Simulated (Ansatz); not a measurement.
# How far each method lies from UCCSDT(Q) for N–CH2, doublet

Geometry: a PBE0/def2-TZVP stationary point for this spin, not checked as a minimum.

```yaml
atoms:
  - { symbol: N, position_ang: [0.0000, 0.0000, 0.6600] }
  - { symbol: C, position_ang: [0.0000, 0.0000, -0.5768] }
  - { symbol: H, position_ang: [0.0000, -0.9374, -1.1497] }
  - { symbol: H, position_ang: [0.0000, 0.9373, -1.1497] }
```

Basis cc-pVDZ; Ansatz 0.2.0. Only valence electrons are correlated (noble-gas cores frozen), which leaves 11 electrons in 36 orbitals. Prefix R: restricted or restricted open-shell reference; prefix U: unrestricted. Active spaces: valence = (11e, 10o) chosen from the atoms' valence shells.

Full CI isn't at hand for all of this; UCCSDT(Q) serves as the reference, and is uncertain by the last step of the cluster series or more. The frozen core follows each run's orbitals, which can shift R against U totals by a few meV.

Unrestricted rows (U) aren't spin-pure: their determinants' ⟨S²⟩ exceeds S(S+1) by up to 0.18, so they mix in states of higher spin. For open shells CISD is restricted-active-space CI with the open shells as a complete middle space.

```
UHF ⟨S²⟩                          : 0.933
T1 diagnostic (RCCSD)             : 0.0250
largest doubles amplitude (RCCSD) : 0.131
T1 diagnostic (UCCSD)             : 0.0426
```

```csv
level,E − E(RHF) (eV)
UHF,-0.2641
RMP2,-7.2171
UMP2,-6.9770
RCCSD,-7.9711
UCCSD,-7.9722
RCCSD(T),-8.2296
UCCSD(T),-8.2197
```

Question: Estimate how far UCCSDT(Q) in cc-pVDZ lies from RCCSD(T). The table doesn't fix it; the size of (T) and the diagnostics are the guide.

Answer: UCCSDT(Q) in cc-pVDZ lies 42 meV below RCCSD(T), which is 16 % of the (T) step (-258 meV). A doubles amplitude is large, but (T) still catches most of what CCSD lacks.

The other levels:

```tsv
level	E − E(UCCSDT(Q)) (meV)	share of correlation (%)	wall time
CISD	886	89.29	1.8 s
BCCD(T)	43	99.48	0.78 s
RCCSDT	21	99.75	–
UCCSDT	20	99.76	–
RCCSDT(Q)	1	99.99	15 s
CASSCF (valence space)	4939	40.29	–
NEVPT2 (valence space)	949	88.53	4.9 s
NEVPT4(SD) (valence space)	83	98.99	7 s
MRCISD (valence space)	277	96.65	–
MRCISD+Q (valence space)	19	99.77	8 s
```

The correlation energy at UCCSDT(Q), counted from RHF, is -8.272 eV. That run took 14 s on 1 thread of Arm Neoverse V2, shared host.

Times hold each run's SCF and search for its determinant on a shared host, so for small cases they say little of a method's own cost; they ran on 1 thread of Arm Neoverse V2.

Natural occupations of CASSCF (valence space) about the gap: 1.983 1.976 1.973 1.923 1.002 0.081 0.024 0.023 0.020; effectively unpaired electrons, Σ n²(2−n)², 1.06.

Atomization energy (electronic, same basis, no zero-point term; atoms at the same level, unrestricted beside the R rows where the molecule is a closed shell, with restricted open-shell steps beyond CCSDT(Q)) at UCCSDT(Q): 1304.0 kJ/mol. Errors of other levels:

```csv
level,error (kJ/mol)
RHF,-355.6
UHF,-348.0
RMP2,3.2
UMP2,-22.0
CISD,-76.9
RCCSD,-23.2
UCCSD,-23.5
RCCSD(T),-2.5
UCCSD(T),-3.7
BCCD(T),-2.6
RCCSDT,-1.6
UCCSDT,-1.8
RCCSDT(Q),0.2
CASSCF (valence space),-82.9
NEVPT2 (valence space),-5.5
NEVPT4(SD) (valence space),-6.5
MRCISD (valence space),-20.5
MRCISD+Q (valence space),-7.4
```

This basis is far from its limit, so the value isn't to be set against a measured one. Truncated CI isn't size-consistent, which counts against it in atomization.
